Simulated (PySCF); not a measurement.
This PySCF input (B3LYP/def2-TZVP) gives -40.53753 Eh with 55 basis functions.

```python
import numpy as np, basis_set_exchange as bse
from pyscf import gto, scf, dft, df

basis = {'C': gto.basis.parse(bse.get_basis('def2-TZVP', elements=['C'], fmt='nwchem')), 'H': gto.basis.parse(bse.get_basis('def2-TZVP', elements=['H'], fmt='nwchem'))}
mol = gto.M(
    atom='''
    C    -0.00000000    0.00000000   -0.00000000
    H     0.62054657    0.62688914    0.63896175
    H    -0.64285838   -0.62489528    0.61852983
    H     0.63693263   -0.63278043   -0.61664082
    H    -0.61462083    0.63078657   -0.64085076
    ''',
    basis=basis,
    charge=0,
    verbose=4,
    max_memory=8640,
)
mf = dft.RKS(mol, xc='b3lyp')
mf.grids.level = 3
mf = mf.density_fit(auxbasis=df.autoaux(mol))
mf.conv_tol = 1e-9
mf.max_cycle = 100
print('smallest overlap eigenvalue', np.linalg.eigvalsh(mol.intor('int1e_ovlp'))[0])
mf.kernel()
dip = mf.dip_moment()
```

Change:
```diff
- basis = {'C': gto.basis.parse(bse.get_basis('def2-TZVP', elements=['C'], fmt='nwchem')), 'H': gto.basis.parse(bse.get_basis('def2-TZVP', elements=['H'], fmt='nwchem'))}
+ basis = {'C': gto.basis.parse(bse.get_basis('def2-TZVPD', elements=['C'], fmt='nwchem')), 'H': gto.basis.parse(bse.get_basis('def2-TZVPD', elements=['H'], fmt='nwchem'))}
```

**Question.** What does the run give now?

**Answer.** -40.53767 Eh (B3LYP/def2-TZVPD, 73 functions), a change of -0.14 mEh.
